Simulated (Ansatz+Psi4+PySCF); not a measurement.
# doublet Li2(+): levels of theory in one basis

```yaml
atoms:
  - { symbol: Li, position_ang: [0.0000, 0.0000, 1.6638] }
  - { symbol: Li, position_ang: [0.0000, 0.0000, -1.6638] }
```

Basis set: cc-pCVTZ (spherical functions). All electrons are correlated. Correlation on ROHF uses semicanonical orbitals with singles. Charge 1, multiplicity 2.

Computed with Ansatz (development build ahead of 0.2.0) and Psi4 1.11; each method stands on the lowest determinant of its kind that the runs found.

```csv
method,E − E(ROHF) (eV),<S²> of the determinant
ROHF,0.00,0.75
ROHF-CCSD,-2.23,–
ROHF-CCSD(T),-2.23,–
```

What does ROHF-MP2 give on the same scale?

-2.00 eV.
